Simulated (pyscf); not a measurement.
This saddle point was located with ωB97X-D3(BJ)/def2-SVP in PySCF.

```
Zn
N 1 1.8560
H 2 1.0211 1 119.73
H 2 1.1855 3 110.39 1 -145.30
H 2 1.1855 3 110.39 4 -69.40
N 4 1.5007 2 122.81 3 -104.46
H 6 1.0222 4 122.03 2 107.74
H 6 1.0226 7 105.78 4 -150.18
C 1 1.9315 3 161.05 2 -179.98
H 9 1.1023 1 111.44 3 -67.44
H 9 1.1023 10 107.67 1 -122.50
H 9 1.1025 10 107.56 11 -115.64
```
Charge 0, spin multiplicity 1.

Surface: singlet, charge 0. Lowest wavenumbers (cm⁻¹): 1866i, 7, 66, 133, 152.

Question: What reaction is this the transition state of?

Answer: `[CH3][Zn][NH2]` + `[NH3]` <-> `[CH3][Zn][NH2]` + `[NH3]`, a four-centre exchange read from left to right: H–N, H–N broken and H–N, H–N formed. At ωB97M-D3(BJ)/def2-TZVP it lies +2.21 eV from the left side and +2.21 eV from the right (each side as separated species at their lowest minima found). On the reactant side the descent ends in an adduct with a N–Zn contact (not fully relaxed), 0.43 eV under the separated species and 2.69 eV under the saddle at ωB97X-D3(BJ)/def2-TZVP. On the product side the descent ends in an adduct with a N–Zn contact (not fully relaxed), 0.45 eV under the separated species and 2.70 eV under the saddle at ωB97X-D3(BJ)/def2-TZVP. The same reactants have a lower exit, to CH₄ + H₂N–Zn–NH₂ (barrier +1.24 eV at ωB97M-D3(BJ)/def2-TZVP, against +2.21 eV here). Another saddle between the same species, by other bonds, lies lower (0.20 eV against 2.21 eV at ωB97M-D3(BJ)/def2-TZVP). Elements up to Kr have no core potential and no relativistic terms here.
